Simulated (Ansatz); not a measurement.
Born–Oppenheimer molecular dynamics of CH5O (7 atoms, charge 0, multiplicity 2). It starts from a rough guess of a transition structure, not a stationary point.

Computed with Ansatz, UKS PBE/cc-pVDZ.

```yaml
ensemble: NVE (velocity Verlet)
time_step: 0.5 fs
steps_asked: 150
starting_velocities_drawn_for: 300 K
seed: 800853
```

Frames 0.5 fs apart, positions in Å, forces in eV/Å.

Velocities at 45.0 fs (Å/ps):

```
H -42.97 24.21 16.58
H -31.39 -11.75 0.99
O 4.63 -1.61 -1.61
C 3.26 2.42 -1.71
H -16.45 0.13 13.41
H -7.61 -10.81 16.51
H -13.99 -5.00 -1.54
```

```xyz
7
Properties=species:S:1:pos:R:3:forces:R:3 time_fs=45.0 energy_less_start_eV=-0.099 T=453
H -2.555 -1.067 0.727 -0.86 1.63 -0.36
H -2.976 -0.357 0.579 0.90 -1.61 0.35
O 0.464 -0.886 0.082 -0.13 0.66 0.11
C 0.547 0.473 -0.130 1.18 -0.92 0.01
H 1.618 0.842 -0.174 -0.23 -0.20 -0.27
H 0.133 0.612 -1.151 -0.09 0.20 -0.45
H 0.016 1.145 0.548 -0.78 0.24 0.61
7
Properties=species:S:1:pos:R:3:forces:R:3 time_fs=45.5 energy_less_start_eV=-0.132 T=503
H -2.578 -1.053 0.735 -0.61 1.20 -0.29
H -2.990 -0.365 0.580 0.65 -1.18 0.28
O 0.466 -0.887 0.082 -0.14 0.65 0.11
C 0.548 0.474 -0.131 0.97 -0.99 0.29
H 1.609 0.842 -0.168 0.01 -0.09 -0.29
H 0.129 0.607 -1.143 -0.16 0.23 -0.64
H 0.008 1.143 0.548 -0.73 0.18 0.54
7
Properties=species:S:1:pos:R:3:forces:R:3 time_fs=46.0 energy_less_start_eV=-0.158 T=541
H -2.602 -1.036 0.742 -0.23 0.56 -0.15
H -3.003 -0.376 0.581 0.28 -0.54 0.14
O 0.469 -0.888 0.081 -0.15 0.65 0.11
C 0.550 0.475 -0.132 0.67 -1.02 0.55
H 1.601 0.841 -0.162 0.27 0.02 -0.31
H 0.124 0.603 -1.137 -0.21 0.26 -0.78
H -0.001 1.141 0.549 -0.63 0.08 0.43
7
Properties=species:S:1:pos:R:3:forces:R:3 time_fs=46.5 energy_less_start_eV=-0.159 T=543
H -2.626 -1.017 0.749 0.28 -0.27 0.05
H -3.016 -0.388 0.583 -0.23 0.29 -0.06
O 0.471 -0.888 0.080 -0.15 0.64 0.11
C 0.552 0.475 -0.132 0.32 -1.04 0.78
H 1.593 0.841 -0.157 0.53 0.14 -0.32
H 0.119 0.599 -1.132 -0.24 0.28 -0.85
H -0.013 1.139 0.552 -0.51 -0.04 0.29
7
Properties=species:S:1:pos:R:3:forces:R:3 time_fs=47.0 energy_less_start_eV=-0.130 T=499
H -2.650 -1.000 0.756 0.86 -1.19 0.32
H -3.029 -0.399 0.585 -0.81 1.21 -0.33
O 0.473 -0.889 0.079 -0.15 0.65 0.11
C 0.554 0.476 -0.133 -0.07 -1.04 0.95
H 1.587 0.841 -0.153 0.76 0.25 -0.32
H 0.114 0.595 -1.130 -0.24 0.29 -0.85
H -0.025 1.138 0.555 -0.36 -0.16 0.13
7
Properties=species:S:1:pos:R:3:forces:R:3 time_fs=47.5 energy_less_start_eV=-0.086 T=434
H -2.672 -0.985 0.763 1.37 -1.96 0.58
H -3.044 -0.407 0.586 -1.32 1.98 -0.59
O 0.475 -0.889 0.079 -0.14 0.66 0.10
C 0.557 0.476 -0.133 -0.45 -1.03 1.04
H 1.582 0.842 -0.149 0.94 0.35 -0.31
H 0.108 0.593 -1.130 -0.20 0.29 -0.78
H -0.038 1.135 0.558 -0.19 -0.28 -0.03
7
Properties=species:S:1:pos:R:3:forces:R:3 time_fs=48.0 energy_less_start_eV=-0.061 T=397
H -2.691 -0.975 0.772 1.62 -2.30 0.74
H -3.062 -0.411 0.586 -1.57 2.32 -0.75
O 0.477 -0.889 0.078 -0.13 0.67 0.09
C 0.559 0.476 -0.133 -0.78 -1.00 1.05
H 1.579 0.843 -0.147 1.04 0.42 -0.30
H 0.102 0.591 -1.131 -0.14 0.28 -0.65
H -0.052 1.133 0.561 -0.03 -0.39 -0.18
7
Properties=species:S:1:pos:R:3:forces:R:3 time_fs=48.5 energy_less_start_eV=-0.076 T=419
H -2.705 -0.970 0.783 1.49 -2.06 0.71
H -3.083 -0.409 0.583 -1.44 2.07 -0.72
O 0.480 -0.890 0.077 -0.12 0.69 0.08
C 0.561 0.476 -0.133 -1.05 -0.96 1.00
H 1.579 0.845 -0.145 1.04 0.45 -0.29
H 0.095 0.589 -1.135 -0.05 0.27 -0.47
H -0.066 1.129 0.564 0.13 -0.47 -0.31
7
Properties=species:S:1:pos:R:3:forces:R:3 time_fs=49.0 energy_less_start_eV=-0.117 T=480
H -2.716 -0.971 0.796 1.04 -1.36 0.49
H -3.109 -0.402 0.579 -0.99 1.37 -0.51
O 0.482 -0.890 0.076 -0.10 0.71 0.07
C 0.562 0.476 -0.133 -1.21 -0.91 0.90
H 1.582 0.849 -0.143 0.95 0.45 -0.27
H 0.088 0.589 -1.139 0.05 0.25 -0.27
H -0.079 1.124 0.566 0.27 -0.53 -0.41
7
Properties=species:S:1:pos:R:3:forces:R:3 time_fs=49.5 energy_less_start_eV=-0.152 T=532
H -2.725 -0.974 0.809 0.44 -0.48 0.17
H -3.136 -0.392 0.574 -0.39 0.49 -0.18
O 0.484 -0.890 0.076 -0.08 0.73 0.06
C 0.564 0.475 -0.132 -1.28 -0.84 0.76
H 1.587 0.853 -0.143 0.76 0.42 -0.25
H 0.081 0.589 -1.144 0.16 0.23 -0.07
H -0.092 1.118 0.567 0.38 -0.56 -0.48
7
Properties=species:S:1:pos:R:3:forces:R:3 time_fs=50.0 energy_less_start_eV=-0.158 T=541
H -2.732 -0.979 0.824 -0.14 0.33 -0.17
H -3.165 -0.380 0.569 0.19 -0.31 0.15
O 0.486 -0.889 0.075 -0.06 0.74 0.05
C 0.565 0.475 -0.132 -1.25 -0.76 0.59
H 1.593 0.859 -0.143 0.52 0.35 -0.23
H 0.075 0.589 -1.149 0.27 0.21 0.13
H -0.104 1.111 0.567 0.48 -0.56 -0.53
7
Properties=species:S:1:pos:R:3:forces:R:3 time_fs=50.5 energy_less_start_eV=-0.137 T=509
H -2.740 -0.983 0.837 -0.60 0.94 -0.45
H -3.193 -0.369 0.563 0.65 -0.93 0.43
O 0.488 -0.889 0.074 -0.05 0.75 0.04
C 0.566 0.474 -0.131 -1.14 -0.69 0.42
H 1.601 0.865 -0.143 0.23 0.27 -0.20
H 0.069 0.590 -1.154 0.36 0.19 0.30
H -0.115 1.102 0.566 0.54 -0.53 -0.54
```

Of the whole run (75 fs, mean temperature of the second half 456 K): The conserved energy stayed within 0.38 meV per atom of its start (net change 0.1 meV per atom), so the integration is sound. The system heated up, since it started high on the potential surface and ran downhill. A run of 0.075 ps of so small a system gives no equilibrium averages.

The run took 3 min on 1 thread of Intel(R) Xeon(R) Platinum 8488C (Sapphire Rapids), on a shared host, peak memory 0.12 GiB.
